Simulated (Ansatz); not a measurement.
bcc W, treated with RPBE (Ansatz, an electronic-structure program, PAW).

Numerical settings: plane-wave cutoff 520 eV, 28×28×28 k mesh, Fermi–Dirac smearing 0.086 eV (set by the program), no spin polarisation, scalar-relativistic PAW data made under PBE.

Computed at the level's own relaxed cell.

Elastic tensor (GPa, Voigt notation, ions relaxed):

```
  498.8   189.8   189.8     0.0     0.0     0.0
  189.8   498.8   189.8     0.0     0.0     0.0
  189.8   189.8   498.8     0.0     0.0     0.0
    0.0     0.0     0.0   135.7     0.0     0.0
    0.0     0.0     0.0     0.0   135.7     0.0
    0.0     0.0     0.0     0.0     0.0   135.7
```

Worked from these constants: the tetragonal shear constant is C′ = (C11 − C12)/2 = 154.5 GPa against C44 = 135.7 GPa, so the C44 shear is the softer. The Zener ratio C44/C′ is 0.88 (1 for an isotropic solid), and the Cauchy pressure C12 − C44 is 54.1 GPa. With C11 + 2C12 = 878.4 GPa all three Born conditions hold; they don't test modes at the zone boundary.

Measured, for comparison: elastic constant C11 533 GPa, elastic constant C12 205 GPa, elastic constant C44 163 GPa (0 K, extrapolated to 0 K; zero-point effects included; as tabulated in Wang et al. (2022), arXiv:2209.12322). Computed (rounded) less measured: elastic constant C11 -6 %, elastic constant C12 -7 %, elastic constant C44 -17 %.

Note: shear constants of such metals converge slowly with the k mesh.

Spin–orbit coupling is not included.

The computed numbers hold no vibrational or temperature effects.
